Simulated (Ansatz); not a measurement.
Geometry optimisation, Ansatz 0.2.0, RKS PBE/def2-SVP.

Input:

```yaml
crystal:
  periodic: [false, false, false]
  atoms:
    - { symbol: B, position_ang: [0.058306, -0.299346, 0.002896] }
    - { symbol: F, position_ang: [-0.0181, -0.543205, 1.314197] }
    - { symbol: H, position_ang: [1.125476, -0.046425, -0.509948] }
    - { symbol: O, position_ang: [-1.041397, -0.394809, -0.783601] }
    - { symbol: H, position_ang: [-1.845655, -0.608435, -0.271198] }
    - { symbol: H, position_ang: [-0.331925, 1.973504, 0.658331] }
    - { symbol: H, position_ang: [-0.201404, 1.578316, 1.247023] }
basis:
  gaussian: { orbitals: def2-SVP }
hamiltonian:
  xc: pbe
relax:
  f_tol: 0.03
  max_steps: 50
output:
  orbitals: {}
```

Launched with:

```bash
$ ansatz run input.yaml --threads 1 --pin off --max-ram 2048MiB --backend cpu --events-out ev --progress --plain --runs-dir out
```

Task: Where does it end, and by what steps?

Result: It converged. The force dipped under the threshold on the way, but the program's further checks kept it going. After 32 steps the energy has fallen by 0.184 eV; H6 moved furthest, 1.51 Å.

```tsv
step	energy less start (eV)	largest force component (eV/Å)	accepted
0	0.0000	1.482	yes
2	-0.1614	0.083	yes
4	-0.1669	0.070	yes
6	-0.1700	0.108	yes
8	-0.1712	0.162	yes
10	-0.1742	0.195	yes
12	-0.1759	0.084	yes
14	-0.1749	0.486	no
16	-0.1798	0.105	yes
18	-0.1801	0.221	no
20	-0.1818	0.100	yes
22	-0.1824	0.129	yes
24	-0.1829	0.054	yes
26	-0.1833	0.063	yes
28	-0.1836	0.054	yes
30	-0.1838	0.019	yes
32	-0.1838	0.020	yes
```

```xyz
7
Properties=species:S:1:pos:R:3
B 0.072 -0.701 -0.283
F -0.072 -0.077 0.901
H 1.178 -0.856 -0.753
O -1.011 -1.156 -0.952
H -1.844 -0.971 -0.474
H -0.337 3.084 1.681
H -0.240 2.335 1.538
```

Whether the end is a true minimum wasn't checked by a vibrational analysis.

Time of the run: 42 s on 1 thread of Arm Neoverse V1 (shared host), peak memory 0.12 GiB.
